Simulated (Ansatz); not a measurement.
Two shapes of singlet C2H2.

Shape 1:

```xyz
4

C     0.0000    0.0000   -0.4780
C     0.0000    0.0000    0.8219
H     0.0000   -0.9481   -1.0317
H     0.0000    0.9481   -1.0317
```

Shape 2:

```xyz
4

C     0.0000    0.0000   -0.4398
C     0.0000    0.0000    0.7562
H     0.0000   -0.8723   -0.9492
H     0.0000    0.8723   -0.9492
```

Basis set: def2-TZVP (spherical functions). Frozen core: 2 orbitals. Charge 0, multiplicity 1.

Computed with Ansatz (development build ahead of 0.2.0); each method stands on the lowest determinant of its kind that the runs found.

(1) Which shape is lower in energy, and by how much in each method?

Answers

(1)

```json
{"method": "RHF", "E(2) − E(1) (eV)": "0.514"}
{"method": "RHF-MP2", "E(2) − E(1) (eV)": "0.642"}
```

Shape 1 is lower.
